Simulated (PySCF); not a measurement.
Work out the structure from these simulated measurements.

Formula: C4H4FP.

| Quantity | Value |
| --- | --- |
| UV, first state | lowest singlet excitation: 4.71 eV (263 nm, f = 0.012) [TDDFT PBE0/def2-SVPD] |
| Polarisability | 73.5 au [PBE0/def2-SVPD] |
| Rotational structure | rotational constants A, B, C: 4.504, 1.972, 1.579 GHz [PBE0-D3(BJ)/def2-SVP] |
| UV, strongest line | among the 10 lowest singlet transitions: S3 at 5.53 eV (224 nm, f = 0.140) [TDDFT PBE0/def2-SVPD] |
| 13C NMR | chemical shifts (computed TMS as zero) by class: 210.8 (1 C), 84.0 (1 C), 73.2 (1 C), 13.8 (1 C) ppm [GIAO PBE/pcSseg-2] |
| Triplet | lowest triplet excitation (Tamm–Dancoff): 2.78 eV [TDA PBE0/def2-SVPD] |
| Dipole | 0.50 D [PBE0/def2-SVPD] |
| NMR, other nuclei | isotropic shieldings of nuclei other than C and H, by class: 187 (1 F), 144 (1 P) ppm [GIAO PBE/pcSseg-2] |
| 1H NMR | chemical shifts (computed TMS as zero) by class: 8.51 (1 H), 3.11 (2 H), 1.61 (1 H) ppm [GIAO PBE/pcSseg-2] |
| Valence photoelectron | vertical ionisation energy: 9.27 eV [ΔSCF PBE0/def2-SVPD] |

The electronic properties come from PySCF, for the isolated species, density fitting. Levels stand in brackets. NMR shifts are as computed; neighbouring signals can stand in another order in a measured spectrum. The structure is a single PBE0-D3(BJ)/def2-SVP conformer in the gas phase; no vibrational or solvent corrections. Each NMR value is the plain mean over a class of atoms that symmetry, rotation or inversion makes alike.

Problem. What is the compound? Reason from the data.

Solution. Numbering: `[CH:1]#[C:2][CH2:3]/[P:4]=[CH:5]\[F:6]`. 4 carbons fall into 4 classes; from least to most shielded: carbon bonded to F, P and H [C5] (210.8 ppm), alkyne carbon [C2] (84.0 ppm), terminal alkyne carbon [C1] (73.2 ppm), sp3 carbon bound to phosphorus [C3] (13.8 ppm). Hydrogen classes from least to most shielded: 1 H on a carbon bonded to F, P and H, C5 (8.51 ppm), 2 H on an sp3 carbon bound to phosphorus, C3 (3.11 ppm, a mean of values up to 1.4 ppm apart in this geometry), 1 H on a terminal alkyne carbon, C1 (1.61 ppm). The other shieldings belong to: 187 ppm, fluorine bonded to C [F6]; 144 ppm, phosphorus bonded to 2 C [P4]. The first electron is taken from the HOMO, whose largest Löwdin shares are 0.31 on the phosphorus bonded to 2 C, 0.27 on the carbon bonded to F, P and H, 0.13 on the terminal alkyne carbon and 0.12 on the alkyne carbon. The optimised geometry has point group C1 and is an asymmetric top. Structure: `C#CC/P=C\F`. The assignments are read from this structure; whether some other isomer fits the data as well wasn't checked.

Shape of the structure used: `[CH:1]#[C:2][CH2:3]/[P:4]=[CH:5]\[F:6]`: C2–C3–P4–C5 90°.
